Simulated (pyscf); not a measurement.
Optimised with ωB97X-D3(BJ)/def2-SVP in PySCF. Correlated levels are frozen-core, on RHF or UHF. ΔMP2 is the change of the MP2 total energy from the triple- to the quadruple-zeta basis.

Q: For the elementary gas-phase step CH₃• + OH• → CH₄ + O [triplet] (triplet surface; H–O broken, C–H formed), what barrier and reaction energy does CCSD(T)/def2-TZVPP + ΔMP2(QZVPP) give, measured from the separated reactants?

A: ΔE‡ = 0.38 eV, ΔE = -0.27 eV. Zero-point energy shifts the barrier by +0.01 eV. It is a hydrogen abstraction, with an imaginary mode of 1592i cm⁻¹. CH₃• + OH• also meet on a surface of lower spin, which isn't treated here. This is the saddle that the search found; another between the same sides may lie lower. The angle at the transferred H is 179°. The CCSD(T) − MP2 part came from Ansatz, without density fitting, on the same reference. Left out: the spin-orbit lowering of OH, O.
